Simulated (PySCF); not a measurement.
## Continuum solvent and chemical shifts

Atom-mapped SMILES (the numbers label the heavy atoms): `[CH3:1][N:2]=[PH3:3]` (H(Xn): hydrogen on atom n).

GIAO PBE0/pcSseg-1 in PySCF 2.14.0 with density-fitted response routines on one PBE0-D3(BJ)/def2-SVP conformer, non-relativistic, equivalent nuclei averaged. Solvents enter as an IEF-PCM continuum (chloroform with ε = 4.7, dichloromethane with ε = 8.9, dimethylsulfoxide with ε = 46.8) around the gas-phase geometry. Shifts are referred to TMS, PH3 computed in the same medium.

In chloroform, δ in ppm: C1 35.8, P3 167.4, H(P3) 6.88, H(C1) 2.72. Dipole moment 3.31 D.

(1) How does each δ change in the more polar media?

(2) Which nuclei move most (in ppm), and what does the model miss?

Answers

(1) 
```csv
atoms,environment,"Δδ, dichloromethane","Δδ, dimethylsulfoxide"
C1,methyl carbon bonded to N,+0.1,+0.2
P3,"phosphorus bonded to N, 3 H",+2.7,+5.4
H(P3),hydrogen on a phosphorus bonded to N,0.00,0.00
H(C1),hydrogen on a methyl carbon bonded to N,0.00,-0.01
```

Changes are relative to chloroform. The dipole moment becomes 3.48 D in dichloromethane, 3.66 D in dimethylsulfoxide.

(2) P3 (phosphorus bonded to N, 3 H, +5.4 ppm) in dimethylsulfoxide. A continuum only polarises the solute; specific hydrogen bonds, the anisotropy of aromatic solvents and changes of geometry or conformer are outside it.
